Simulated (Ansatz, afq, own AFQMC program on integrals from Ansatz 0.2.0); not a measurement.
## Where AFQMC and coupled cluster stand for ZrN, quartet

```
atom   x (Å)   y (Å)   z (Å)
  Zr  0.0000  0.0000  0.0000
   N  0.0000  0.0000  1.7713
```

Basis def2-SVP with its core potentials. Only valence electrons are correlated. AFQMC by an in-house program on the Cholesky factors that Ansatz 0.2.0 writes for its CCSD(T) run. ph-AFQMC/CISD is guided by a CISD state made of CCSD amplitudes; releasing the constraint for a short imaginary time cuts its bias at the price of noise, slowly where states lie close. Uncertainties: one standard error, sampling alone. No spin–orbit coupling. The metal's outer-core s and p shells are frozen, which shifts wave-function levels against functionals.

Determinant: UHF, the one that the program's search chose, which needn't be the lowest solution. The geometry is a point of a scan.

No full CI on the walks' own integrals is used here; CCSDT(Q) serves as the reference and is uncertain by about the last step of the cluster series.

Cautions: no spin-orbit coupling; outer-core shells of the metal frozen; lower spins were not checked; higher spins were not checked; (T) is large, 6 % of the CCSD correlation.

* T1 diagnostic: 0.0372
* weight of the determinant in the CISD state: 0.878
* ⟨S²⟩ of the determinant: 3.762
* size of the correlated space: 9 electrons in 40 orbitals

| level | correlation energy (eV) |
| --- | --- |
| MP2 | -5.6603 |
| CCSD | -5.8073 |
| CCSD(T) | -6.1685 |

Problem. Estimate where phaseless AFQMC with a CISD trial lies against CCSD(T) on the same integrals.

Solution. 0.5 ± 2.0 kJ/mol above CCSD(T). The gap is under twice the noise, so this walk alone can't tell the two apart.

Reference: CCSDT(Q), correlation energy -6.218 eV. The released energy is read at 3.00 1/Eh, later times being too noisy (meV from the phaseless value at times in 1/Eh: -27 ± 21 at 0.60, -76 ± 23 at 1.20, -55 ± 33 at 2.00, -96 ± 36 at 3.00, -33 ± 55 at 4.20).

```json
{"level": "CCSD(T)", "E − E(reference) (kJ/mol)": "4.8", "share of correlation (%)": "99.21"}
{"level": "CCSDT", "E − E(reference) (kJ/mol)": "2.6", "share of correlation (%)": "99.57"}
{"level": "ph-AFQMC/HF", "E − E(reference) (kJ/mol)": "10.7 ± 8.5", "share of correlation (%)": "98.21"}
{"level": "ph-AFQMC/CISD", "E − E(reference) (kJ/mol)": "5.2 ± 2.0", "share of correlation (%)": "99.13"}
{"level": "released AFQMC", "E − E(reference) (kJ/mol)": "-4.0 ± 3.5", "share of correlation (%)": "100.67"}
```

A walk keeps the symmetry of its determinant, which the program's search chose and which needn't be the lowest solution, so a lower state of the same spin and another symmetry isn't excluded. Released energies are given only where the last usable release times agree within the noise; a slower fall can still hide under it.
